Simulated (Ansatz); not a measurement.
Reaction: C2H6S (SMILES CSC) → C2H5S (SMILES CS[CH2], doublet) + H (doublet) (the C-H bond breaks)
Each species at its own B3LYP-D3(BJ)/def2-TZVP minimum (Ansatz, a first-principles code).

Total energies in hartree (Ansatz). UHF or UKS for unpaired electrons; spin-orbit terms are left out. Cores are frozen in correlated methods. No relativity. Where a partner has so few electrons that a lower coupled-cluster level is exact, that level stands in.

```csv
species,HF/cc-pV(T+d)Z,CCSD(T)/cc-pV(T+d)Z,HF/cc-pV(Q+d)Z,CCSD(T)/cc-pV(Q+d)Z,CCSD(T)/cc-pV(D+d)Z,CCSDT(Q)/cc-pV(D+d)Z
"1: C2H6S (methylsulfanylmethane, SMILES CSC)",-476.80438,-477.40946,-476.81330,-477.45258,-477.25546,-477.25726
"2: C2H5S (SMILES [CH2]SC, doublet)",-476.17853,-476.74952,-476.18760,-476.79182,-476.60006,-476.60206
3: H (doublet),-0.49981,-0.49981,-0.49995,-0.49995,-0.49928,-0.49928
```

Problem. Work out the bond dissociation energy (electronic) in kcal/mol: take Hartree-Fock from cc-pV(Q+d)Z, extrapolate the CCSD(T) correlation energy as X^-3 (X = 3, 4), and add CCSDT(Q) - CCSD(T) in cc-pV(D+d)Z. 1 hartree = 627.51 kcal/mol.

Solution. 
Species 1: correlation (64·(-0.63928) - 27·(-0.60508))/37 = -0.66424; step -0.00180; E1 = -476.81330 + (-0.66424) + (-0.00180) = -477.47934
Species 2: correlation (64·(-0.60422) - 27·(-0.57099))/37 = -0.62847; step -0.00200; E2 = -476.18760 + (-0.62847) + (-0.00200) = -476.81807
Species 3: correlation (64·(0.00000) - 27·(0.00000))/37 = 0.00000; step +0.00000; E3 = -0.49995 + (0.00000) + (+0.00000) = -0.49995
-1·E1 +1·E2 +1·E3 = 0.16132 hartree = 101.2 kcal/mol.
